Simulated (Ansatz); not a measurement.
**How far each method lies from UCCSDT(Q) for HGe–PH, quartet**

Geometry: that of the HGe–PH, doublet, kept fixed. The doublet lies 2.1 eV lower here.

```yaml
atoms:
  - { symbol: Ge, position_ang: [0.0000, -0.0562, 0.6389] }
  - { symbol: P, position_ang: [0.0000, 0.1316, -1.4889] }
  - { symbol: H, position_ang: [0.0000, 1.2721, 1.4631] }
  - { symbol: H, position_ang: [0.0000, -1.2656, -1.7544] }
```

Basis cc-pVTZ; Ansatz 0.2.0. Correlated methods freeze the noble-gas cores and the filled d shells of p-block atoms, which leaves 11 electrons in 86 orbitals. R marks a restricted (for open shells ROHF) determinant, U an unrestricted one. Active spaces: valence = (11e, 10o) chosen from the atoms' valence shells. No spin–orbit coupling is included, and no scalar relativity.

Full CI isn't at hand for all of this; UCCSDT(Q) serves as the reference, and is uncertain by about the last step of the cluster series. The frozen core follows each run's orbitals, which can shift R against U totals by a few meV for light atoms and by up to 0.1 eV past Ca.

* UHF ⟨S²⟩: 3.780
* T1 diagnostic (RCCSD): 0.0273
* largest doubles amplitude (RCCSD): 0.031
* T1 diagnostic (UCCSD): 0.0207

| level | E − E(UCCSDT(Q)) (mEh) | share of correlation (%) | wall time |
| --- | --- | --- | --- |
| UHF | 250.77 | 3.20 | – |
| UMP2 | 48.47 | 81.29 | – |
| UCCSD | 12.01 | 95.37 | – |
| UCCSD(T) | 1.99 | 99.23 | 7 s (H100) |
| UCCSDT | 0.49 | 99.81 | – |

The correlation energy at UCCSDT(Q), counted from RHF, is -7.049 eV. That run took 17 s on 2 threads of AMD EPYC 7R13 with a shared H100 80 GB, shared host.

Run but not shown, since their state or frozen core can't be matched to the reference's or they repeat it: RHF, RMP2, RCCSD, RCCSD(T), BCCD(T), RCCSDT, RCCSDT(Q), CASSCF (valence space), NEVPT2 (valence space), MRCISD (valence space), MRCISD+Q (valence space).

Times hold each run's SCF and search for its determinant on a shared host, so for small cases they say little of a method's own cost.

Natural occupations of CASSCF (valence space) about the gap: 1.979 1.970 1.969 1.004 1.002 0.999 0.036 0.028 0.022; effectively unpaired electrons, Σ n²(2−n)², 3.02.
